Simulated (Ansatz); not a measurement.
A run of Ansatz (development build ahead of 0.2.0) on singlet C₃H₃(+) at this shape:

```
atom    x (Å)    y (Å)   z (Å)
   C   0.7245   0.0000  0.0000
   C  -0.3622   0.6274  0.0000
   C  -0.3622  -0.6274  0.0000
   H   1.7310   0.0000  0.0000
   H  -0.8655   1.4991  0.0000
   H  -0.8655  -1.4991  0.0000
```

Its results:

```yaml
Converged: yes
Reference_energy: -115.01039 hartree
Correlation_energy: -0.40892 hartree
Total_energy: -115.41931 hartree
Spin_squared_of_the_determinant: 0.000
```

Task: Which input gives this output? Name the method, the orbitals and the basis set, and write the input.

Result: RHF-MP2 in cc-pVTZ. An unrestricted run that stays on the closed shell gives the same numbers.

```yaml
crystal:
  periodic: [false, false, false]
  atoms:
    - { symbol: C, position_ang: [0.72447, 0.0, 0.0] }
    - { symbol: C, position_ang: [-0.36223, 0.62741, 0.0] }
    - { symbol: C, position_ang: [-0.36223, -0.62741, 0.0] }
    - { symbol: H, position_ang: [1.73096, 0.0, 0.0] }
    - { symbol: H, position_ang: [-0.86548, 1.49906, 0.0] }
    - { symbol: H, position_ang: [-0.86548, -1.49906, 0.0] }
basis:
  gaussian: { orbitals: cc-pVTZ }
total_charge: 1
hamiltonian:
  xc: hf
correlation:
  method: mp2
  frozen_orbitals: { C: 1, H: 0 }
```

Caution: no unrestricted run beside it, a lower state can exist.
